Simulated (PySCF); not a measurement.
Species: C4H9N.
Z-matrix (Å and degrees, PBE0-D3(BJ)/def2-SVP geometry), rows numbered from 1:
```
C 
N   1  1.2613
C   2  1.4401  1  118.84
C   3  1.5250  2  111.25  1  -125.36
C   4  1.5195  3  113.42  2    65.30
H   1  1.1000  2  119.69  3   179.69
H   1  1.1100  2  123.39  3    -0.23
H   3  1.1126  2  112.24  1    -1.55
H   3  1.1038  2  107.25  1   115.93
H   4  1.1025  3  108.25  2   -57.01
H   4  1.1032  3  108.17  2  -172.21
H   5  1.1010  4  110.96  3   -60.16
H   5  1.1006  4  111.42  3   179.80
H   5  1.1025  4  111.30  3    59.68
```

Computed with PySCF at CAM-B3LYP/def2-SVPD, non-relativistic, on one gas-phase PBE0-D3(BJ)/def2-SVP geometry that isn't relaxed in the solvent. The solvent is an IEF-PCM continuum (Bondi radii, 1.10 Å for H, scaled by 1.2), and excitations are vertical TDDFT with non-equilibrium linear response and a frozen core. Specific hydrogen bonds and non-electrostatic terms are outside this model.

| run | E − E(gas) (kJ/mol) | HOMO (eV) | HOMO–LUMO gap (eV) | dipole (D) | lowest singlet (eV) | static polarisability (au) |
| --- | --- | --- | --- | --- | --- | --- |
| gas | 0.00 | -8.75 | 9.50 | 1.43 | 4.91 | 59.1 |
| P | -5.31 | -8.77 | 9.56 | 1.64 | 4.95 | 65.8 |
| Q | -12.28 | -8.84 | 9.64 | 2.00 | 5.03 | 75.3 |

The runs were made in cyclohexane and dichloromethane. Which run belongs to which solvent?

P = cyclohexane, Q = dichloromethane. The dielectric constants are 2.017 (cyclohexane), 8.93 (dichloromethane), and the energy falls further as ε rises. The optical constants n² used for the excitations are 2.04, 2.03 in the same order. In this model the ground state sees the solvent through ε alone.

How constant is the ratio of the lowering to (ε − 1)/(2ε + 1)?

```
        solvent  (ε − 1)/(2ε + 1)  E − E(gas) (kJ/mol)  ratio (kJ/mol)  polarisation term (kJ/mol)
    cyclohexane             0.202                -5.31           -26.3                       -5.70
dichloromethane             0.420               -12.28           -29.2                      -14.64
```

The ratio changes by +11.0 % in size from cyclohexane to dichloromethane. The polarisation term is half the interaction of the solute with the induced surface charges.

Hardware: Arm Neoverse V1, one thread, shared host with 32 logical CPUs at a one-minute load of 18. Cost: 19 s wall, 0.82 GiB resident at most. This is the whole response run at CAM-B3LYP/def2-SVPD in dichloromethane, SCF included.
